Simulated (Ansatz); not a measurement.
A CCSD(T) single point on H2OSi (`O=[SiH2]`).

```yaml
crystal:
  periodic: [false, false, false]
  atoms:
    - {symbol: O, position_ang: [-0.283156, 0.413530, 1.469530]}
    - {symbol: Si, position_ang: [-0.006739, 0.009821, 0.034925]}
    - {symbol: H, position_ang: [0.439857, -1.345997, -0.376196]}
    - {symbol: H, position_ang: [-0.149952, 0.922656, -1.128260]}
basis:
  gaussian: {orbitals: cc-pV(Q+d)Z}
correlation: {method: ccsd_t}
```

```sh
$ ansatz run in.yaml --threads 2 --pin off --events-out ev --progress --plain
```

Log, shortened:

```
Functional definition: HF
1080 factors; integrals over basis functions are off by at most 6.5e-4 eV
mean field evaluation 1: about -9927.5466 eV, gradient 4.8e1 eV
mean field evaluation 2: about -9927.5467 eV, gradient 4.8e1 eV
mean field evaluation 4: about -9932.0473 eV, gradient 2.8e0 eV
mean field evaluation 8: about -9932.0842 eV, gradient 1.9e-1 eV
mean field evaluation 16: about -9932.0815 eV, gradient 5.4e-1 eV
mean field -9932.08464640 eV, -364.9973785464 hartree, gradient 4.4e-6 eV, S^2 0.000000; 0 other end points of the search recorded, 0 dependent functions left out
6 core orbitals not correlated: weight in the atoms' cores, before any rotation towards them, 1.000 or more for the frozen orbitals, at most 0.000 for the correlated occupied ones
reference -9932.08464640 eV, -364.9973785464 hartree; 6, 6 occupied and 167, 167 virtual orbitals, 1080 factors
second order -10.58818749 eV of doubles, -0.00000000 eV of singles
cycle   1  -10.31383017 eV  change    2.7e-1 eV  update   1.1e-1
cycle   2  -10.65365806 eV  change   -3.4e-1 eV  update   4.2e-2
cycle   3  -10.77499297 eV  change   -1.2e-1 eV  update   2.1e-2
cycle   4  -10.75995394 eV  change    1.5e-2 eV  update   6.5e-3
cycle   5  -10.75872255 eV  change    1.2e-3 eV  update   3.1e-3
cycle   6  -10.76035307 eV  change   -1.6e-3 eV  update   1.0e-3
cycle   7  -10.75994699 eV  change    4.1e-4 eV  update   4.4e-4
cycle   8  -10.75991417 eV  change    3.3e-5 eV  update   1.3e-4
cycle   9  -10.75997051 eV  change   -5.6e-5 eV  update   4.5e-5
cycle  10  -10.75996354 eV  change    7.0e-6 eV  update   1.6e-5
cycle  11  -10.75995651 eV  change    7.0e-6 eV  update   6.3e-6
perturbative correction -0.47946715 eV, -0.0176200929 hartree
Total energy: -9943.32407007 eV, -365.4104197478 hartree
```

Run time 22 s (2 threads of a server CPU on a shared host); peak host memory 1.6 GiB.

The correlation energy is -11.239 eV, 4.3 % of it from (T); the T1 diagnostic reads 0.0208.
